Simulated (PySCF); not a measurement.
**MgF and its ions**

PBE; PySCF, no relativity, basis sets Mg aug-pcseg-1, F aug-pcseg-1. Neutral (UKS): doublet (σ ↑), Re = 1.799 Å, ωe = 667 cm⁻¹, De = 4.73 eV, HOMO -4.97 eV, LUMO -3.54 eV.

MgF⁺ (UKS): singlet (closed shell), Re = 1.735 Å, ωe = 781 cm⁻¹, De = 4.33 eV to Mg⁺ + F. The energies at the minima are -299.72100 hartree for MgF and -299.42682 for MgF⁺.

Q: Work out the adiabatic ionisation energy, without and with harmonic zero-point energies (1 hartree = 27.2114 eV, 1 eV = 8065.5 cm⁻¹), and the change of the bond length.

A: At PBE: 0.29418 hartree = 8.005 eV between the minima; the zero-point term (781.0 − 667.0)/2 cm⁻¹ = +0.007 eV makes it 8.012 eV. Re changes by -6.4 pm against the neutral. The electron leaves a σ orbital; in so polar a molecule the change of length follows mostly from the change of the ionic charges.

For an ion De counts to the pair picked by the measured ionisation energies or electron affinities, which need not be the lowest pair at this level. States were picked by a PBE0 search and need not be the measured ground states.
